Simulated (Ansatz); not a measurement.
Reaction (SMILES): S (H2S) + H+ → [SH3+]
B3LYP-D3(BJ)/def2-TZVP geometries, fixed; electronic energies without zero-point terms; positive where energy is released.
Largest species:
```xyz
4

S      0.1049    -0.0008     0.0446
H     -0.3243     0.9941    -0.7736
H     -0.3450    -0.9973    -0.7604
H     -1.0094     0.0159     0.8202
```
Charge +1, spin multiplicity 1.

The proton affinity at CCSD(T) with Ansatz (a quantum-chemistry and plane-wave program), in kcal/mol, split into its Hartree-Fock and correlation parts. Cores are frozen. No added dispersion term, no relativity. Functions are those of the species that has most.

| basis | X | functions | Hartree-Fock | CCSD(T) |
|---|---|---|---|---|
| cc-pV(D+d)Z | 2 | 38 | 176.17 | 179.78 |
| cc-pV(T+d)Z | 3 | 81 | 176.74 | 176.02 |
| cc-pV(Q+d)Z | 4 | 154 | 176.77 | 174.93 |

Worked estimate of the basis-set limit from each neighbouring pair, with Hartree-Fock from the larger set and the correlation part extrapolated as X^-3.
Correlation parts: X = 2: 3.61, X = 3: -0.72, X = 4: -1.84.
- (2,3): (27·(-0.72) - 8·(3.61))/19 = -2.54; with Hartree-Fock 176.74 the estimate is 174.20 kcal/mol.
- (3,4): (64·(-1.84) - 27·(-0.72))/37 = -2.66; with Hartree-Fock 176.77 the estimate is 174.11 kcal/mol.
The last two estimates differ by 0.08 kcal/mol; the largest set lies 0.82 from the last. Over the last step Hartree-Fock moves by 0.03 and the correlation part by -1.12.
